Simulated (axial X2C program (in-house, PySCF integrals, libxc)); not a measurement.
# Potential curves of P₂⁻, with spin–orbit coupling

All values were computed with an in-house relativistic program for diatomic molecules. Two-component (2c) means X2C with spin–orbit coupling and atomic mean-field two-electron Coulomb and Gaunt terms. Basis: P dyall-av3z [9s8p3d2f] (cores contracted in-house); Gaussian nuclei, density fitting, unrestricted open shells. Masses: P 30.974 u.

State: Ω = 1/2 (⟨Sz⟩ = -0.50, ⟨Lz⟩ = 1.00 at HF). Energies in kJ/mol from the fragments at the same level (P- + P). Fits are polynomials in 1 − R0/R over 0.85 to 1.23 times the lowest point R0.

```tsv
R (Å)	MP2
1.7200	-310.14
1.7991	-389.07
1.8584	-424.43
1.9177	-444.41
1.9770	-452.57
2.0462	-450.91
2.1154	-440.59
2.2044	-418.93
2.3131	-385.30
2.4712	-321.73
```

Correlated methods: 11 electrons correlated (number of frozen shells: P 2 s, 1 p), 201 virtual spin orbitals or spinors in MP2.

One determinant describes the state; a PBE0 search over occupations chose it and may have missed a lower one. Dissociation energies refer to the lowest single-determinant-based atoms at the same level and basis. MP2 and coupled cluster on one determinant become unreliable at the stretched end.

Question: What are Re, ωe and De at the MP2 level?

Answer: At MP2, 2c: Re = 2.000 Å, ωe ≈ 643 cm⁻¹, De = 4.70 eV to P- + P; Be follows as 0.272 cm⁻¹.
